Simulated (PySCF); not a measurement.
Method: PBE0/[O def2-TZVP, F def2-TZVP], no relativity, density fitting, PySCF.

```xyz
3
charge 0 multiplicity 1, angstrom
O     0.0000    0.0000   -0.5988
F     1.0875    0.0000    0.2521
F    -1.0875    0.0000    0.2521
```

OF₂ (singlet), along the line from O1 (at 0) through F2 (at 1.381 Å).

Q: Tabulate the fields along this line at -0.48, -0.35, -0.21, -0.07, 0.14, 0.28, 0.41, 0.55, 0.69, 0.83, 0.97, 1.10, 1.24, 1.45, 1.59, 1.73, 1.86, 2.00, 2.14 Å.

A: 
```
distance (Å)  electron density (e/Å³)  electron localisation function  electrostatic potential (V)
       -0.48                     2.66                            0.71                         41.1
       -0.35                     4.73                           0.461                         94.1
       -0.21                     9.77                          0.0663                          248
       -0.07                      267                           0.998                         1190
        0.14                     38.8                            0.68                          465
        0.28                     5.14                          0.0995                          154
        0.41                     3.49                           0.567                         67.2
        0.55                     2.47                           0.711                         35.1
        0.69                      2.2                           0.697                         25.7
        0.83                     2.83                           0.704                         32.4
        0.97                     4.65                           0.625                         63.3
        1.10                     7.75                            0.23                          156
        1.24                     37.2                           0.307                          506
        1.45                      298                           0.993                         1310
        1.59                     12.4                          0.0883                          261
        1.73                     6.55                           0.591                         90.9
        1.86                     3.16                           0.722                         36.3
        2.00                     1.38                           0.683                         15.8
        2.14                    0.584                            0.57                         7.37
```

On a grid of 0.07 Å the density has a local minimum along the bond near 0.69 Å from O, at 2.20 e/Å³, where the ELF is 0.70.
